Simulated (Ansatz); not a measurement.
Consider the adduct formation: BH₃ + H₂S → `[BH3-][SH2+]`.

Isolated molecules relaxed with PBE0-D4/def2-TZVP in Ansatz; ΔE leaves out vibrations. CCSD(T)/CBS adds triple-zeta CCSD(T) − MP2 to the extrapolated MP2 energy (def2 sets, frozen cores). This one scheme is used for every species. DFT in def2-TZVPP.

Is it downhill or uphill in electronic energy at CCSD(T)/CBS, and by how much? (An estimate is asked.)

Computed: Downhill: ΔE = -60.9 kJ/mol.

What do these levels give: LDA (SPW92), revPBE-D4, B97M-V, CAM-B3LYP-D4, ωB97X-V, B2PLYP, CAM-B3LYP, CCSD/def2-SVP, HF/def2-TZVPP, SCS-MP2/def2-TZVPP, CCSD/def2-TZVPP, HF/def2-QZVPP? (Best estimate.)

Computed: LDA (SPW92) -132.7, revPBE-D4 -86.0, B97M-V -68.9, CAM-B3LYP-D4 -64.1, ωB97X-V -65.6, B2PLYP -57.2, CAM-B3LYP -59.6, CCSD/def2-SVP -54.9, HF/def2-TZVPP -4.2, SCS-MP2/def2-TZVPP -52.0, CCSD/def2-TZVPP -51.6, HF/def2-QZVPP -3.3 kJ/mol.

Largest T1 diagnostic among the species: 0.011.

The D4 term adds −8.7 kJ/mol with B3LYP and −4.5 kJ/mol with PBE0; it sums over pairs of atoms, weighted by their polarisabilities, and B3LYP, whose exchange is more repulsive, gets the larger term. In def2-TZVPP, CCSD(T) changes the Hartree–Fock value by −55.5 kJ/mol (the triples alone add −8.1 kJ/mol) and MP2 by −61.2 kJ/mol. From PBE to PBE0 (25 % exact exchange), in def2-TZVPP and without D4, ΔE moves by +7.7 kJ/mol.

B3LYP here is the variant with VWN-RPA as its local correlation; programs differ in this.
